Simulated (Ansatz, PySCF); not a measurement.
Bond stretch in NH, triplet.

- UKS-B3LYP/6-311+G** = unrestricted B3LYP/6-311+G**, spherical d (PySCF 2.14.0)
- UKS-B3LYP/6-31G* = unrestricted B3LYP/6-31G*, spherical d in PySCF 2.14.0
- UCCSD(T) = CCSD(T) on UHF/def2-TZVP, frozen core (Ansatz, an electronic-structure program)
- FCI = Ansatz with full CI/def2-TZVP, frozen core

Energies relative to the lowest point of each curve near equilibrium, in eV:

| R / Å | UKS-B3LYP/6-311+G** | UKS-B3LYP/6-31G* | UCCSD(T) |
|---|---|---|---|
| 0.94 | 0.246 | 0.268 | 0.240 |
| 0.99 | 0.058 | 0.068 | 0.056 |
| 1.09 | 0.036 | 0.028 | 0.036 |
| 1.15 | 0.167 | 0.150 | 0.166 |
| 1.20 | 0.327 | 0.303 | 0.322 |
| 1.42 | 1.276 | 1.219 | 1.230 |
| 1.55 | 1.866 | 1.786 | 1.774 |
| 1.73 | 2.562 | 2.458 | 2.408 |
| 2.07 | 3.299 | 3.181 | 3.099 |
| 2.55 | 3.631 | 3.520 | 3.321 |
| 3.13 | 3.729 | 3.622 | 3.347 |
| 3.65 | 3.751 | 3.646 | 3.350 |

Task: Predict the corresponding FCI column.

Result: 0.94: 0.242; 0.99: 0.057; 1.09: 0.035; 1.15: 0.163; 1.20: 0.319; 1.42: 1.214; 1.55: 1.741; 1.73: 2.347; 2.07: 3.015; 2.55: 3.293; 3.13: 3.348; 3.65: 3.356 (eV).

The unrestricted determinant behind UKS-B3LYP/6-311+G**, UKS-B3LYP/6-31G* is spin-contaminated at 1.73 to 4.11 Å (<S²> up to 3.0, against 2.00 for a pure triplet). The unrestricted determinant behind UCCSD(T) is spin-contaminated at 1.42 to 4.11 Å (<S²> up to 3.0, against 2.00 for a pure triplet).
